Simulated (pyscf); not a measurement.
Single points on ωB97X-D3(BJ)/def2-SVP structures (PySCF, gas phase).

Q: Estimate by transition-state theory the rate constant of HO–SiH₃ + HO–Zn–OH -> HO–SiH₂–O–Zn–OH + H₂ (singlet surface; H–O, O–Zn, H–Si broken, O–Zn, H–H, O–Si formed) at 1200 K, with ωB97M-D3(BJ)/def2-TZVP energies (ideal gas, 1 atm, RRHO with modes under 100 cm⁻¹ raised to 100, one conformer, R ln 2 for chiral ones without a mode under 150 cm⁻¹; no tunnelling).

A: The electronic barrier is 9.4 kcal/mol and the thermal terms add +48.4, so ΔG‡ = 57.8 kcal/mol. With k_BT/h = 2.50e+13 s⁻¹ and RT = 2.385 kcal/mol, and a volume of 1.64e-19 cm³ per molecule at 1 atm, k = 1.2e-16 cm³ molecule⁻¹ s⁻¹. Wigner's tunnelling factor for 1523i cm⁻¹ would be 1.14. A shift of 1 kcal/mol in the barrier changes k by a factor 1.5. On the reactant side the descent ends in an adduct with a O–Zn, O–Si contact, 17.0 kcal/mol under the separated species and 24.1 kcal/mol under the saddle at ωB97X-D3(BJ)/def2-TZVP. On the product side the descent ends in an adduct with a Si–Zn contact (not fully relaxed), 0.9 kcal/mol under the separated species and 38.6 kcal/mol under the saddle at ωB97X-D3(BJ)/def2-TZVP. What is counted as formed (O–Zn, O–Si) is already present as a longer contact in the reactant adduct; forming that adduct is a step of its own. At the saddle there is also a short H–Si contact that neither side keeps. At ωB97X-D3(BJ) the barrier from the zero used here is 7.1 kcal/mol. HO–SiH₂–O–Zn–OH is closed by a dative Si–Zn contact. This is the saddle that the search found; another between the same sides may lie lower. Elements up to Kr have no core potential and no relativistic terms here.
